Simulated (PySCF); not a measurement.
Species: butylhydrazine, C4H12N2.
Numbering: `[CH3:1][CH2:2][CH2:3][CH2:4][NH:5][NH2:6]` (hydrogens: H7, H8, H9 on C1; H10, H11 on C2; H12, H13 on C3; H14, H15 on C4; H16 on N5; H17, H18 on N6)

Method used: core-valence-separated Tamm–Dancoff BHandHLYP/aug-pcX-1 (pcseg-1 on H) in PySCF, non-relativistic, gas phase, PBE0-D3(BJ)/def2-SVP geometry. Absolute energies from this functional tend to lie a few eV below measured edges; no shift was applied.

Task: List the nitrogen K-edge absorption lines.

Result: 
| E (eV) | f | core hole on | main final orbital |
| --- | --- | --- | --- |
| 399.75 | 0.0135 | N6 | LUMO (55 %) |
| 399.97 | 0.0209 | N5 | LUMO (50 %) |
| 400.78 | 0.0362 | N6 | spread |
| 400.97 | 0.0158 | N5 | LUMO+2 (41 %) |
| 401.26 | 0.0104 | N6 | spread |
| 401.65 | 0.0026 | N5 | LUMO+3 (61 %) |
| 401.87 | 0.0141 | N6 | LUMO+3 (43 %) |
| 402.05 | 0.0012 | N5 | spread |
| 402.24 | 0.0107 | N5 | spread |
| 402.27 | 0.0122 | N6 | LUMO+2 (31 %) |
| 402.36 | 0.0025 | N6 | LUMO+1 (65 %) |

The first line with a tenth or more of the strongest one's intensity is at 399.75 eV (f = 0.013), with the hole on N6 (hydrazine nitrogen). The strongest listed is at 400.78 eV (f = 0.036; N6).

Task: What does the C 1s absorption edge look like?

Result: 
```
E (eV)       f  core hole on  main final orbital
285.24  0.0089            C1       LUMO+1 (40 %)
285.38  0.0150            C2         LUMO (69 %)
285.42  0.0175            C3       LUMO+3 (42 %)
285.88  0.0124            C3              spread
285.91  0.0289            C2              spread
285.95  0.0253            C1              spread
285.98  0.0296            C1              spread
286.07  0.0225            C4       LUMO+3 (44 %)
286.21  0.0025            C3         LUMO (39 %)
286.42  0.0051            C1              spread
286.50  0.0009            C2       LUMO+1 (84 %)
286.61  0.0215            C4              spread
286.61  0.0020            C3       LUMO+1 (55 %)
286.79  0.0023            C2       LUMO+3 (43 %)
286.98  0.0042            C4         LUMO (58 %)
287.12  0.0010            C3              spread
287.22  0.0094            C4       LUMO+1 (30 %)
287.25  0.0088            C1              spread
287.27  0.0100            C3              spread
```

The first line with a tenth or more of the strongest one's intensity is at 285.24 eV (f = 0.009), with the hole on C1 (methyl carbon). The strongest listed is at 285.98 eV (f = 0.030; C1).

Roots within 0.03 eV whose holes lie on the same, on equivalent or on shared atoms are summed into one line, and the highest roots are left out, as the search may have cut off their partners. Final orbitals are the ground state's empty Kohn–Sham orbitals.

Task: What is the summed oscillator strength of the listed N K lines, and their intensity-weighted mean energy?

Result: Σf = 0.140 over 11 lines from 399.75 to 402.36 eV; the weighted mean is 401.02 eV. The strongest line holds 26 % of the sum.

Only the lowest roots of each edge were sought.

The values belong to the conformer `[CH3:1][CH2:2][CH2:3][CH2:4][NH:5][NH2:6]`: C1–C2–C3–C4 -179°, C2–C3–C4–N5 -60°, C3–C4–N5–N6 -60°, H–N6–N5–C4 90°, H–N6–N5–C4 -150°.
